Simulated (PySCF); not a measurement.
## Structure from NMR data

Molecular formula: C₄H₉Cl. Simulated spectra:

1H NMR (500 MHz, computed): δ 1.53 (s, 9H).

13C{1H} NMR (computed): δ 72.9 (C), 36.6 (CH3).

PySCF calculation with B97-2/pcSseg-2 with gauge-including orbitals and structure optimised with PBE0-D3(BJ)/def2-TZVP; no solvent, single conformer, rapidly exchanging positions averaged, non-relativistic Hamiltonian.

δ = σ(ref) − σ, references computed at the same level: TMS for 1H (σref 31.64), 13C (σref 185.38).

Deduce the structure.

Results:


Rings plus π bonds: 0. 2 carbon signals for 4 carbons: some carbons are equivalent by symmetry or fast rotation. Carbon types of the structure: 1 × C, 3 × CH3, which accounts for all hydrogens. δC 72.9: fully substituted sp3 carbon bonded to Cl; the inductive effect lowers its shielding. δC 36.6: methyl carbon; aliphatic region, no heteroatom directly attached. δH 1.53: hydrogen on a methyl carbon.

Structure: SMILES CC(C)(C)Cl.

The shifts were computed for this structure.

Carbons that carry Cl, above all several Cl atoms, come out too deshielded, partly because spin–orbit coupling is missing. Shifts are as computed. Against solution values, carbons near 30 ppm lie about +3 ppm off and those near 130 ppm about +7 ppm; carbons on Cl a further +5 ppm. Of 1211 compounds with measured shifts, 218 miss one by over three times the rms of a fit or turn the order of signals round; such compounds aren't used in these exercises.
